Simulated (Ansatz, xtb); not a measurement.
## C3H7NOS: 3 structures ranked

3 gas-phase structures of C3H7NOS, from a drawn sample of its isomers (lower ones may exist). Each was relaxed with GFN2-xTB; where two conformers were screened, the lower at r2SCAN-D4/def2-SVP is listed:

A. `N[C@@]1(S)CCO1`, a singlet
B. `N[C@@H]1C[C@@H](S)O1`, a singlet
C. `NC1(S)COC1`, a singlet

Q: Estimate their order in r2SCAN-D4/def2-SVP energy at these geometries, lowest first.

A: Calculated order at r2SCAN-D4/def2-SVP: B (0.0), A (0.6), C (13.7) kcal/mol. Less than 1 kcal/mol parts B and A, so the order within that pair means little.

Energies above the lowest of each column, in kcal/mol; the last columns are at B3LYP/def2-SVP geometries:

```json
{"structure": "B", "GFN2-xTB": "0.2", "HF/STO-3G": "0.0", "r2SCAN-D4/def2-SVP": "0.0", "B3LYP/def2-SVP": "0.0", "CCSD(T)/def2-SVP + ΔMP2/def2-TZVPP": "0.0"}
{"structure": "A", "GFN2-xTB": "0.0", "HF/STO-3G": "1.1", "r2SCAN-D4/def2-SVP": "0.6", "B3LYP/def2-SVP": "1.2", "CCSD(T)/def2-SVP + ΔMP2/def2-TZVPP": "0.3"}
{"structure": "C", "GFN2-xTB": "9.6", "HF/STO-3G": "9.7", "r2SCAN-D4/def2-SVP": "13.7", "B3LYP/def2-SVP": "13.4", "CCSD(T)/def2-SVP + ΔMP2/def2-TZVPP": "11.2"}
```

Every level run on B puts it lowest or level with the lowest. Some further structures that were screened fall inside this span and aren't listed. Flexible structures stand in one conformer each, not always the lowest. ΔMP2 is the change of the MP2 energy from the smaller to the larger basis.

Programs: Ansatz 0.2.0, xtb 6.7.1.
